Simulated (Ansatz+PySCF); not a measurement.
Values are calculated unless marked as measured or tabulated.
Input for Ansatz (development build ahead of 0.2.0):

```yaml
crystal:
  periodic: [false, false, false]
  atoms:
    - { symbol: C, position_ang: [0.0, -0.04063, -0.53526] }
    - { symbol: "N", position_ang: [0.0, -0.06517, 0.62753] }
    - { symbol: H, position_ang: [0.0, 0.81321, 0.97361] }
    - { symbol: H, position_ang: [0.0, -0.91569, -1.04822] }
    - { symbol: H, position_ang: [0.0, 0.80243, -1.10655] }
basis:
  gaussian: { orbitals: def2-SVP }
magnetization:
  spin_polarized: true
hamiltonian:
  xc: hf
scf:
  omitted_lower_state_checks: [stability, starts, atomic_configurations, cluster_reference, orbital_swaps, given_window_search, neighbouring_geometries, increment]
```

The input is written out in the form of the current development build from the run's settings.

Output:

```json
{
 "Converged": "yes",
 "Total energy": "-93.93145 hartree",
 "Spin squared of the determinant": "0.000",
 "Occupied orbitals by symmetry in an Abelian subgroup (alpha; beta)": "7 A' 1 A''; 7 A' 1 A''"
}
```
